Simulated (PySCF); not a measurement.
**Orbital picture of AlCl⁺**

PBE0 at R = 2.027 Å; basis Al def2-TZVP, Cl def2-TZVP; no relativity; PySCF 2.14. State: ²Σ⁺ (doublet), unpaired electrons σ ↑. Only the outer orbitals are listed, counted within each symmetry.

| spin | orbital | occ. | ε (eV) | on Al (%) | main shells (%) |
| --- | --- | --- | --- | --- | --- |
| α | 7σ | 1 | -29.41 | 8 | 90 Cl s |
| α | 8σ | 1 | -18.60 | 37 | 57 Cl p, 35 Al s |
| α | 3π | 1 | -15.87 | 10 | 89 Cl p |
| α | 3π | 1 | -15.87 | 10 | 89 Cl p |
| α | 9σ | 1 | -14.76 | 80 | 52 Al s, 27 Al p, 20 Cl p |
| α | 4π | 0 | -8.30 | 94 | 91 Al p |
| α | 4π | 0 | -8.30 | 94 | 91 Al p |
| α | 10σ | 0 | -5.51 | 97 | 60 Al p, 27 Al d, 9 Al s |
| β | 7σ | 1 | -29.14 | 9 | 90 Cl s |
| β | 8σ | 1 | -17.93 | 32 | 62 Cl p, 26 Al s |
| β | 3π | 1 | -15.81 | 10 | 90 Cl p |
| β | 3π | 1 | -15.81 | 10 | 90 Cl p |
| β | 9σ | 0 | -11.19 | 86 | 67 Al s, 17 Al p, 14 Cl p |
| β | 4π | 0 | -7.21 | 94 | 94 Al p |
| β | 4π | 0 | -7.21 | 94 | 94 Al p |

Which are the highest filled and the lowest empty level, where do they sit, and how wide is the gap?

Highest filled α 9σ at -14.76 eV (in %: 52 Al s, 27 Al p, 20 Cl p); lowest empty β 9σ at -11.19 eV (in %: 67 Al s, 17 Al p, 14 Cl p); the gap at PBE0 is 3.57 eV.

```
bond order (Mayer)                                                                                                 : 1.60
⟨S²⟩                                                                                                               : 0.752
charge on Al (Mulliken, basis-dependent)                                                                           : 0.93
charge on Al (Löwdin, basis-dependent)                                                                             : 0.47
dipole moment (positive dipole points towards Cl; it is taken about the centre of mass and depends on that origin) : -5.59 D
polarisability along the bond                                                                                      : 42.1 bohr³
polarisability across the bond                                                                                     : 29.4 bohr³
```

The state was picked by a PBE0 search and need not be the measured ground state.
